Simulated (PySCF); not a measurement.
**Aluminium: a sound run and one with changed settings**

Sound run: Al [Ne] 3s2 3p1, Al+ [Ne] 3s2. Computed with PySCF 2.14 in aug-cc-pV(D+d)Z, with the non-relativistic Hamiltonian (point nucleus). In the sound run the correlated levels freeze [Ne]. The sound run starts from symmetry-adapted Hartree-Fock orbitals and uses a fine grid where one is needed.

Changed run: basis STO-3G. This setting is unsound on purpose.

```
species   method  sound run (hartree)  changed run (hartree)  converged
     Al      UHF           -241.87429             -238.85836        yes
     Al     PBE0           -242.24672             -239.20716        yes
     Al   M06-2X           -242.33920             -239.33747        yes
     Al      MP2           -241.90564             -238.87253        yes
     Al  CCSD(T)           -241.92340             -238.88392        yes
    Al+      UHF           -241.66853             -238.88005        yes
    Al+     PBE0           -242.02254             -239.19509        yes
    Al+   M06-2X           -242.12741             -239.33401        yes
    Al+      MP2           -241.69405             -238.90216        yes
    Al+  CCSD(T)           -241.70732             -238.91866        yes
```

Ionisation energy of Al:

| method | sound run (eV) | changed run (eV) |
| --- | --- | --- |
| UHF | 5.599 | -0.590 |
| PBE0 | 6.100 | 0.328 |
| M06-2X | 5.763 | 0.094 |
| MP2 | 5.758 | -0.806 |
| SCS-MP2 | 5.737 | -0.849 |
| CCSD | 5.857 | -0.945 |
| CCSD(T) | 5.880 | -0.945 |

A minimal basis cannot let orbitals breathe on ionisation and holds almost no correlation. A negative ionisation energy or a positive MP2 energy shows that the occupation asked for is not the lowest one in this basis.

For comparison, NIST gives 5.986 eV between the lowest levels.
